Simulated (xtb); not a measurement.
C₂H₇N, charge +1, doublet, at the geometry of the source list (a state made from the parent by changing its charge; the spin is typed, not shown lowest); GFN1-xTB run with xtb.

The xtb input:
```
$ xtb mol.xyz --gfn 1 --chrg 1 --uhf 1 --json

# file mol.xyz
10

C      1.18970000     0.18650000     0.13320000
N     -0.00830000     0.19880000    -0.68070000
C     -1.20580000    -0.08280000     0.08390000
H      1.35830000    -0.76830000     0.65570000
H      1.10620000     0.97390000     0.88260000
H      2.04980000     0.39670000    -0.49920000
H      0.08390000    -0.48530000    -1.42740000
H     -1.17930000    -1.05360000     0.60350000
H     -2.06480000    -0.06590000    -0.58390000
H     -1.32970000     0.70000000     0.83240000
```

Write the output that xtb gives for this input, abridged.


```
   ID    Z sym.   atoms
    1    6 C      1, 3
    2    7 N      2
    3    1 H      4-10

           -------------------------------------------------
          |                Calculation Setup                |
           -------------------------------------------------

           -------------------------------------------------
          |                 G F N 1 - x T B                 |
           -------------------------------------------------

          ...................................................
          :                      SETUP                      :
          :.................................................:
          :  # basis functions                  26          :
          :  # atomic orbitals                  26          :
          :  # shells                           20          :
          :  # electrons                        19          :
          :  # halogen bonds                     0          :
          :  max. iterations                   250          :
          :  Hamiltonian                  GFN1-xTB          :
          :  restarted?                      false          :
          :  GBSA solvation                  false          :
          :  PC potential                    false          :
          :  electronic temp.          300.0000000     K    :
          :  accuracy                    1.0000000          :
          :  -> integral cutoff          0.2500000E+02      :
          :  -> integral neglect         0.1000000E-07      :
          :  -> SCF convergence          0.1000000E-05 Eh   :
          :  -> wf. convergence          0.2000000E-04 e    :
          :  Broyden damping             0.4000000          :
          :  net charge                          1          :
          :  unpaired electrons                  1          :
          ...................................................

 iter      E             dE          RMSdq      gap      omega  full diag
   1    -10.7397406 -0.107397E+02  0.670E+00    7.18       0.0  T
   2    -10.7850784 -0.453378E-01  0.393E+00    8.76       1.0  T
   3    -10.7856886 -0.610200E-03  0.114E+00    8.79       1.0  T
   4    -10.7859436 -0.255016E-03  0.104E-01    8.86       1.0  T
   5    -10.7859935 -0.498736E-04  0.117E-02    8.83       2.7  T
   6    -10.7859941 -0.599765E-06  0.344E-03    8.83       9.2  T
   7    -10.7859942 -0.103614E-06  0.505E-04    8.83      62.7  T
   8    -10.7859942 -0.119617E-08  0.954E-05    8.83     331.6  T
[...]
         :: total energy             -10.652498712002 Eh    ::
[...]
       ...                                ...                  ...
        26                          0.2150143               5.8508
      -------------------------------------------------------------
                  HL-Gap            0.3245050 Eh            8.8302 eV
             Fermi-level           -0.6144710 Eh          -16.7206 eV

  Mulliken/CM5 charges         n(s)   n(p)   n(d)
     1C     0.04782 -0.04388   1.012  2.940  0.000
     2N    -0.10933 -0.47946   1.514  3.595  0.000
     3C     0.04781 -0.04389   1.012  2.940  0.000
     4H     0.13901  0.19747   0.861  0.000  0.000
     5H     0.11223  0.17427   0.888  0.000  0.000
     6H     0.11167  0.17301   0.888  0.000  0.000
     7H     0.28790  0.47777   0.712  0.000  0.000
     8H     0.13900  0.19745   0.861  0.000  0.000
     9H     0.11167  0.17298   0.888  0.000  0.000
    10H     0.11223  0.17428   0.888  0.000  0.000

Wiberg/Mayer (AO) data.
largest (>0.10) Wiberg bond orders for each atom

 ---------------------------------------------------------------------------
     #   Z sym  total        # sym  WBO       # sym  WBO       # sym  WBO
 ---------------------------------------------------------------------------
     1   6 C    3.915 --     2 N    1.067     6 H    0.965     5 H    0.951
                             4 H    0.877
     2   7 N    3.204 --     1 C    1.067     3 C    1.067     7 H    0.895
     3   6 C    3.915 --     2 N    1.067     9 H    0.965    10 H    0.951
                             8 H    0.877
     4   1 H    0.974 --     1 C    0.877
     5   1 H    0.989 --     1 C    0.951
     6   1 H    0.989 --     1 C    0.965
     7   1 H    0.924 --     2 N    0.895
     8   1 H    0.974 --     3 C    0.877
     9   1 H    0.989 --     3 C    0.965
    10   1 H    0.989 --     3 C    0.951
 ---------------------------------------------------------------------------

Topologies differ in total number of bonds
Writing topology from bond orders to xtbtopo.mol

 dipole moment from electron density (au)
     X       Y       Z
   0.0657  -0.5339  -0.2733  total (Debye):    1.534

           -------------------------------------------------
          | TOTAL ENERGY              -10.652498712002 Eh   |
          | GRADIENT NORM               0.084022733559 Eh/α |
          | HOMO-LUMO GAP               8.830231847219 eV   |
           -------------------------------------------------

normal termination of xtb
```
